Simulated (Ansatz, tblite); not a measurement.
# [CuF2]-: charged states by level of theory

An exercise on one series of results from a longer session: the logs are not shown, and one member is left open.

Program: Ansatz 0.2.0, Gaussian basis. Level of theory: as each input shows. These are calculated values, not measurements.

Plan: charge 0 doublet, at the geometry of the singlet (PBE0-D4/def2-TZVPD, PBE-D4/def2-TZVPD, r2SCAN-D4/def2-TZVPD, CCSD(T)/def2-TZVPPD); the starting singlet's energies come from earlier runs.

**The relaxed structure**

The geometry is that of the singlet, from an earlier relaxation (PBE0-D4/def2-TZVPD).

3 atoms, charge -1, spin multiplicity 1.

Atoms are counted from 1 here; the program's logs count them from 0.

Bond lengths: Cu1–F2 1.805 Å, Cu1–F3 1.805 Å. Angles: F2–Cu1–F3 180.0°.

Geometry (Å):

| atom | x (Å) | y (Å) | z (Å) |
| --- | --- | --- | --- |
| Cu1 | 0.00002 | 0.00001 | 0.00000 |
| F2 | -0.01750 | -0.02163 | 1.80493 |
| F3 | 0.01748 | 0.02162 | -1.80493 |

Formally the metal is d10. No spin-orbit coupling is included. The ion is computed in the gas phase, without counter-ions or solvent.

The first run:

The input, in.yaml:

```yaml
crystal:
  periodic: [false, false, false]
  atoms:
    - {symbol: Cu, position_ang: [0.000016, 0.000010, -0.000001]}
    - {symbol: F, position_ang: [-0.017498, -0.021634, 1.804930]}
    - {symbol: F, position_ang: [0.017482, 0.021624, -1.804930]}
basis:
  gaussian: {orbitals: def2-TZVPD}
magnetization: {spin_polarized: true, initial_magnetization: 1}
hamiltonian: {xc: pbe0, dispersion: d4}
output: {orbitals: {seedname: orbitals}}
```

On the command line:

```
ansatz run in.yaml --threads 4 --pin off --events-out ev --progress --plain --max-ram 3916MiB
```

Steps of the session up to this table: Charge 0 doublet at the fixed geometry, PBE0-D4/def2-TZVPD; Charge 0 doublet at the fixed geometry, PBE-D4/def2-TZVPD; Charge 0 doublet at the fixed geometry, r2SCAN-D4/def2-TZVPD; Charge 0 doublet at the fixed geometry, CCSD(T)/def2-TZVPPD.

One table of the session follows, with a row left open; its other results are not shown here.

It belongs to the step «Vertical ionisation energy». 

```
               level  vertical ionisation energy (eV)
      HF/def2-TZVPPD                                ?
   PBE-D4/def2-TZVPD                            +3.70
r2SCAN-D4/def2-TZVPD                            +3.60
  PBE0-D4/def2-TZVPD                            +3.49
     MP2/def2-TZVPPD                            +4.64
    CCSD/def2-TZVPPD                            +3.15
 CCSD(T)/def2-TZVPPD                            +3.45
```

**Question.** Estimate the row for HF/def2-TZVPPD.

**Answer.** vertical ionisation energy (eV): +0.43. In the column «vertical ionisation energy (eV)» it is the lowest.

Caveats from the session: The anion's highest level is positive in at least one run, so there the basis alone may hold the extra electron.
